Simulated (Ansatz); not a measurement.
Question: Name a neutral molecule of C, S and H with size of the dipole moment (B3LYP/def2-TZVPP) between 1.75 and 2.05 D and zero-point energy (PBE0-D4/def2-TZVP) between 363 and 379 kJ/mol (Ansatz, PBE0-D4/def2-TZVP geometry).

Answer: `SC1CCCC1` (1.77 D, 368.4 kJ/mol). Other molecules can fit too; these were computed, each in one conformer that needn't be the lowest.

B3LYP here is the variant with VWN-RPA as its local correlation; programs differ in this.
